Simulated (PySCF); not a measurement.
## Orbital picture of AlN

LDA at R = 1.989 Å; PySCF, no relativity, basis sets Al 3-21G, N 3-21G. State: ³Σ⁻ (triplet), unpaired electrons π ↑↑. Only the outer orbitals are listed, counted within each symmetry.

```json
{"spin": "α", "orbital": "5σ", "occ.": "1", "ε (eV)": "-18.41", "on Al (%)": "7", "main shells (%)": "90 N s"}
{"spin": "α", "orbital": "6σ", "occ.": "1", "ε (eV)": "-8.14", "on Al (%)": "58", "main shells (%)": "57 Al s, 34 N p, 8 N s"}
{"spin": "α", "orbital": "2π", "occ.": "1", "ε (eV)": "-7.00", "on Al (%)": "11", "main shells (%)": "89 N p, 11 Al p"}
{"spin": "α", "orbital": "2π", "occ.": "1", "ε (eV)": "-7.00", "on Al (%)": "11", "main shells (%)": "89 N p, 11 Al p"}
{"spin": "α", "orbital": "7σ", "occ.": "1", "ε (eV)": "-5.25", "on Al (%)": "56", "main shells (%)": "44 N p, 37 Al s, 18 Al p"}
{"spin": "α", "orbital": "3π", "occ.": "0", "ε (eV)": "-2.27", "on Al (%)": "89", "main shells (%)": "89 Al p, 11 N p"}
{"spin": "α", "orbital": "3π", "occ.": "0", "ε (eV)": "-2.27", "on Al (%)": "89", "main shells (%)": "89 Al p, 11 N p"}
{"spin": "α", "orbital": "8σ", "occ.": "0", "ε (eV)": "0.24", "on Al (%)": "94", "main shells (%)": "88 Al p"}
{"spin": "β", "orbital": "5σ", "occ.": "1", "ε (eV)": "-16.01", "on Al (%)": "12", "main shells (%)": "85 N s"}
{"spin": "β", "orbital": "6σ", "occ.": "1", "ε (eV)": "-7.43", "on Al (%)": "72", "main shells (%)": "70 Al s, 18 N p, 10 N s"}
{"spin": "β", "orbital": "7σ", "occ.": "1", "ε (eV)": "-4.43", "on Al (%)": "44", "main shells (%)": "54 N p, 24 Al p, 20 Al s"}
{"spin": "β", "orbital": "2π", "occ.": "0", "ε (eV)": "-4.59", "on Al (%)": "37", "main shells (%)": "63 N p, 37 Al p"}
{"spin": "β", "orbital": "2π", "occ.": "0", "ε (eV)": "-4.59", "on Al (%)": "37", "main shells (%)": "63 N p, 37 Al p"}
{"spin": "β", "orbital": "3π", "occ.": "0", "ε (eV)": "-1.45", "on Al (%)": "63", "main shells (%)": "63 Al p, 37 N p"}
```

Which are the highest filled and the lowest empty level, where do they sit, and how wide is the gap?

Highest filled β 7σ at -4.43 eV (in %: 54 N p, 24 Al p, 20 Al s); lowest empty β 2π at -4.59 eV (in %: 63 N p, 37 Al p); the gap at LDA is -0.16 eV.

The bond order (Mayer) is 1.11, the ⟨S²⟩ is 2.007 and the charge on Al (Mulliken, basis-dependent) is 0.29. The charge on Al (Löwdin, basis-dependent) is 0.17 and the dipole moment (positive dipole means Al(−)N(+)) is -0.69 D.

Counting both spins, an empty level lies below a filled one in this solution, because spin and occupation are held. 3-21G is very small, so such numbers show the basis as much as the molecule. The state is the lowest determinant that a PBE0 search found; another state may lie lower at other levels.
